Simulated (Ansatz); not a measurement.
Ge–NH$_{2}$, doublet: reading a ladder of total energies

Geometry: displaced at random from a stationary point.

```yaml
atoms:
  - { symbol: Ge, position_ang: [0.0271, -0.0001, 0.3390] }
  - { symbol: N, position_ang: [-0.1378, 0.0082, -1.4658] }
  - { symbol: H, position_ang: [-0.0611, 0.8119, -2.0393] }
  - { symbol: H, position_ang: [0.0220, -0.9156, -2.0211] }
```

Basis cc-pVDZ; Ansatz 0.2.0. Only valence electrons are correlated (noble-gas cores and the filled d shells of p-block atoms frozen), which leaves 11 electrons in 36 orbitals. Prefix R: restricted or restricted open-shell reference; prefix U: unrestricted. No spin–orbit coupling is included, and no scalar relativity.

Full CI isn't at hand for all of this; UCCSDT(Q) serves as the reference, and is uncertain by about the last step of the cluster series.

Runs differ by some tens of microhartree through their thresholds and, for an open shell, their frozen cores, so steps under 0.03 kcal/mol mean nothing.

```tsv
level	total energy (hartree)
UHF	-2130.931548
UMP2	-2131.169123
UCCSD	-2131.192002
UCCSD(T)	-2131.199917
UCCSDT	-2131.200613
UCCSDT(Q)	-2131.201427
```

Task: What is the correlation energy at UCCSDT(Q), and what share of it do UMP2 and UCCSD(T) recover?

Result: E(corr) = -2131.201427 − (-2130.931548) = -0.269879 hartree = -7.344 eV. UMP2: -0.237575 / -0.269879 = 88.03 %. UCCSD(T): -0.268369 / -0.269879 = 99.44 %.

Task: By how many kcal/mol does UCCSD(T) miss UCCSDT(Q) (1 hartree = 627.509 kcal/mol), and which steps make up the rest?

Result: -2131.199917 − (-2131.201427) = 0.001510 hartree = 0.95 kcal/mol. Steps: UCCSDT − UCCSD(T) = -0.44, UCCSDT(Q) − UCCSDT = -0.51 kcal/mol. Differences between like states or geometries often cancel part of this.
